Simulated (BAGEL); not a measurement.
# HF/cc-pVDZ (density fitting with qzvpp-jkfit) run of C2H2F4 (norflurane)

What is the vertical singlet–triplet gap of C2H2F4 (norflurane) at HF/cc-pVDZ (density fitting with qzvpp-jkfit)? 

The calculation is run with BAGEL 1.2.2.

9 further runs of the same task are left out: 7 that didn't finish, 2 set aside as unsound or not needed. Runs told in other sessions of the task aren't counted.

## 1. Starting point

The species is C2H2F4 (8 atoms), meant as a singlet with charge 0. SMILES: `FCC(F)(F)F`. Geometry: relaxed at PBE0-D4/def2-TZVP.

Bond lengths: F1–C2 1.364 Å, C2–C3 1.514 Å, C3–F4 1.332 Å, C3–F5 1.339 Å, C3–F6 1.332 Å, C2–H7 1.092 Å, C2–H8 1.092 Å. Some angles: F1–C2–C3 109.8°, C2–C3–F4 111.9°, C2–C3–F5 108.9°, C2–C3–F6 111.9°, F4–C3–F5 108.1°, F4–C3–F6 107.9°, F5–C3–F6 108.1°, F1–C2–H7 109.7°, F1–C2–H8 109.7°, C3–C2–H7 108.6°.

## 2. The energy at HF/cc-pVDZ (density fitting with qzvpp-jkfit)

input.json reads:

```json
{ "bagel" : [

{
  "title" : "molecule",
  "basis" : "cc-pvdz.json",
  "df_basis" : "qzvpp-jkfit",
  "angstrom" : true,
  "geometry" : [
    { "atom" : "F", "xyz" : [      -0.224600,      -1.506500,       0.915200 ] },
    { "atom" : "C", "xyz" : [      -0.211200,      -0.737800,      -0.211700 ] },
    { "atom" : "C", "xyz" : [       0.211200,       0.674300,       0.135500 ] },
    { "atom" : "F", "xyz" : [       1.434400,       0.711300,       0.662400 ] },
    { "atom" : "F", "xyz" : [       0.217100,       1.411800,      -0.982100 ] },
    { "atom" : "F", "xyz" : [      -0.624600,       1.243600,       1.002900 ] },
    { "atom" : "H", "xyz" : [       0.502000,      -1.148600,      -0.930100 ] },
    { "atom" : "H", "xyz" : [      -1.212300,      -0.705100,      -0.647900 ] }
  ]
},

{ "title" : "hf" },

{ "title" : "print", "file" : "orbitals.molden", "orbitals" : true }

]}
```

The basis set cc-pVDZ is read from a file made from the Basis Set Exchange's data (not shown).

Run with:

```
$ BAGEL_NUM_THREADS=1 BAGEL input.json > input.out
```

The program printed:

```text
* using 1 threads per process

  ===============================================================
  ===============================================================

  *** Geometry ***

  { "atom" : "F", "xyz" : [     -0.424432,     -2.846872,      1.729477 ] },
  { "atom" : "C", "xyz" : [     -0.399110,     -1.394240,     -0.400055 ] },
  { "atom" : "C", "xyz" : [      0.399110,      1.274242,      0.256058 ] },
  { "atom" : "F", "xyz" : [      2.710623,      1.344162,      1.251755 ] },
  { "atom" : "F", "xyz" : [      0.410260,      2.667915,     -1.855900 ] },
  { "atom" : "F", "xyz" : [     -1.180323,      2.350063,      1.895206 ] },
  { "atom" : "H", "xyz" : [      0.948643,     -2.170539,     -1.757634 ] },
  { "atom" : "H", "xyz" : [     -2.290915,     -1.332446,     -1.224354 ] },

  Number of auxiliary basis functions:      494

  Since a DF basis is specified, we compute 2- and 3-index integrals:
    o Being stored without compression. Storage requirement is 0.035 GB

  Number of basis functions:       94
  Number of electrons      :       50

    * METHOD: MOLECULE                             0.28

  *** RHF ***

  === Nuclear Repulsion ===
   273.0399609871

      * DIIS with orbital gradients will be used.

  === RHF iteration (cc-pvdz.json) ===
      0       -474.38268232          0.01698443           0.11
      1       -474.57540672          0.01209293           0.10
      2       -474.68077612          0.00114001           0.10
      3       -474.68249079          0.00025097           0.10
      4       -474.68255873          0.00007127           0.10
      5       -474.68256638          0.00002147           0.10
      6       -474.68256713          0.00000995           0.10
      7       -474.68256726          0.00000239           0.10
      8       -474.68256727          0.00000094           0.10
      9       -474.68256727          0.00000025           0.10
     10       -474.68256727          0.00000005           0.10
     11       -474.68256727          0.00000002           0.10
     12       -474.68256727          0.00000001           0.10
    * SCF iteration converged.

    * Permanent dipole moment:
           (    0.226449,     0.381784,     0.775036) a.u.

    * METHOD: HF                                   1.54

    * METHOD: PRINT                                0.02

  ===============================================================
```

It took 2 s on 1 thread of Arm Neoverse V1, shared host.

## 3. The triplet, same level

input.json reads:

```json
{ "bagel": [

{
  "title": "molecule",
  "basis": "cc-pvdz.json",
  "df_basis": "qzvpp-jkfit",
  "angstrom": "true",
  "geometry": [
    { "atom": "F", "xyz": [   -0.224600,   -1.506500,    0.915200 ] },
    { "atom": "C", "xyz": [   -0.211200,   -0.737800,   -0.211700 ] },
    { "atom": "C", "xyz": [    0.211200,    0.674300,    0.135500 ] },
    { "atom": "F", "xyz": [    1.434400,    0.711300,    0.662400 ] },
    { "atom": "F", "xyz": [    0.217100,    1.411800,   -0.982100 ] },
    { "atom": "F", "xyz": [   -0.624600,    1.243600,    1.002900 ] },
    { "atom": "H", "xyz": [    0.502000,   -1.148600,   -0.930100 ] },
    { "atom": "H", "xyz": [   -1.212300,   -0.705100,   -0.647900 ] }
  ]
},
{ "title": "uhf", "nopen": 2 },
{ "title": "print", "file": "orbitals.molden", "orbitals": "true" }

]}
```

The basis set cc-pVDZ is read from a file made from the Basis Set Exchange's data (not shown).

Run with:

```
$ BAGEL_NUM_THREADS=1 BAGEL input.json > input.out
```

The program printed:

```text
* using 1 threads per process

  ===============================================================
  ===============================================================

  *** Geometry ***

  { "atom" : "F", "xyz" : [     -0.424432,     -2.846872,      1.729477 ] },
  { "atom" : "C", "xyz" : [     -0.399110,     -1.394240,     -0.400055 ] },
  { "atom" : "C", "xyz" : [      0.399110,      1.274242,      0.256058 ] },
  { "atom" : "F", "xyz" : [      2.710623,      1.344162,      1.251755 ] },
  { "atom" : "F", "xyz" : [      0.410260,      2.667915,     -1.855900 ] },
  { "atom" : "F", "xyz" : [     -1.180323,      2.350063,      1.895206 ] },
  { "atom" : "H", "xyz" : [      0.948643,     -2.170539,     -1.757634 ] },
  { "atom" : "H", "xyz" : [     -2.290915,     -1.332446,     -1.224354 ] },

  Number of auxiliary basis functions:      494

  Since a DF basis is specified, we compute 2- and 3-index integrals:
    o Being stored without compression. Storage requirement is 0.035 GB

  Number of basis functions:       94
  Number of electrons      :       50

    * METHOD: MOLECULE                             0.29

  *** Open-shell HF ***

  === Nuclear Repulsion ===
   273.0399609871

      * DIIS with orbital gradients will be used.

  === UHF iteration (cc-pvdz.json) ===
      0       -473.92544784          0.03465040           0.21
      1       -474.09446702          0.02923884           0.21
      2       -474.17250098          0.02070528           0.21
      3       -474.26246723          0.00153649           0.21
      4       -474.26493746          0.00104708           0.20
      5       -474.26691592          0.00100810           0.21
      6       -474.26843823          0.00102727           0.20
      7       -474.26632655          0.00098460           0.20
      8       -474.26110088          0.00103836           0.21
      9       -474.26033289          0.00104169           0.21
[... 64 lines of this table left out ...]
     74       -474.29375014          0.00000001           0.21
     75       -474.29375014          0.00000001           0.20
     76       -474.29375014          0.00000001           0.21
     77       -474.29375014          0.00000001           0.21
    * SCF iteration converged.

    * S^2 (UHF) is 2.0104

    * Permanent dipole moment:
           (    0.263691,     1.074197,    -0.086878) a.u.

    * METHOD: UHF                                 16.38

    * METHOD: PRINT                                0.02

  ===============================================================
```

Wall time 17 s (1 thread of Arm Neoverse V1, shared host).

## 4. Outcome

At HF/cc-pVDZ (density fitting with qzvpp-jkfit):

```
                                        quantity          value
                           singlet: total energy  -474.68257 Eh
                          singlet: dipole moment         2.27 D
                            singlet: HOMO energy      -15.00 eV
                            singlet: LUMO energy        5.02 eV
                          singlet: HOMO–LUMO gap       20.02 eV
                           triplet: total energy  -474.29375 Eh
                          triplet: dipole moment         2.82 D
                                   triplet: ⟨S²⟩          2.010
vertical energy of the triplet above the singlet      10.580 eV
```

**Reading.** At this shape the triplet lies 10.58 eV (1021 kJ/mol) above the singlet.
